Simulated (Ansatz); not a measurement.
Geometry optimisation, Ansatz, RKS PBE0/def2-SVP.

input.yaml

```yaml
crystal:
  periodic: [false, false, false]
  atoms:
    - { symbol: C, position_ang: [-0.66892, 1.53235, 0.10123] }
    - { symbol: "N", position_ang: [-0.4952, 0.10028, 0.05507] }
    - { symbol: C, position_ang: [0.6407, -0.51178, -0.0785] }
    - { symbol: "N", position_ang: [0.79174, -1.81345, -0.11975] }
    - { symbol: H, position_ang: [-1.12647, 1.82034, 1.04799] }
    - { symbol: H, position_ang: [-1.32563, 1.85264, -0.70789] }
    - { symbol: H, position_ang: [0.28946, 2.03555, 0.00153] }
    - { symbol: H, position_ang: [-1.35126, -0.442, 0.13668] }
    - { symbol: H, position_ang: [1.53356, 0.10108, -0.16171] }
    - { symbol: H, position_ang: [0.00609, -2.44702, -0.04906] }
    - { symbol: H, position_ang: [1.70594, -2.22799, -0.22561] }
total_charge: 1
basis:
  gaussian: { orbitals: def2-SVP }
hamiltonian:
  xc: pbe0
relax:
  f_tol: 0.015
  max_steps: 40
```

Command:

```bash
$ ansatz run input.yaml --threads 1 --pin off --max-ram 2048MiB --backend cpu --events-out ev --progress --plain --runs-dir out
```

Where does it end, and by what steps?

The run converged. Limits of this set-up: the dipole of an ion depends on the origin. After 5 steps the energy has fallen by 0.018 eV; H10 moved furthest, 0.05 Å.

```
step  energy less start (eV)  largest force component (eV/Å)  accepted
   0                  0.0000                           0.328       yes
   1                 -0.0151                           0.128       yes
   2                 -0.0176                           0.039       yes
   3                 -0.0177                           0.032       yes
   4                 -0.0179                           0.015       yes
   5                 -0.0179                           0.008       yes
```

```xyz
11
Properties=species:S:1:pos:R:3
C -0.674 1.546 0.102
N -0.516 0.099 0.058
C 0.624 -0.521 -0.078
N 0.794 -1.824 -0.120
H -1.124 1.845 1.059
H -1.320 1.878 -0.722
H 0.308 2.026 0.003
H -1.369 -0.453 0.140
H 1.523 0.100 -0.164
H 0.027 -2.488 -0.050
H 1.726 -2.209 -0.228
```

Whether the end is a true minimum wasn't checked by a vibrational analysis.

Run time: 39 s on 1 thread of Intel(R) Xeon(R) Processor @ 2.50GHz (Skylake/Cascade Lake), with other jobs on the host, peak memory 0.18 GiB.
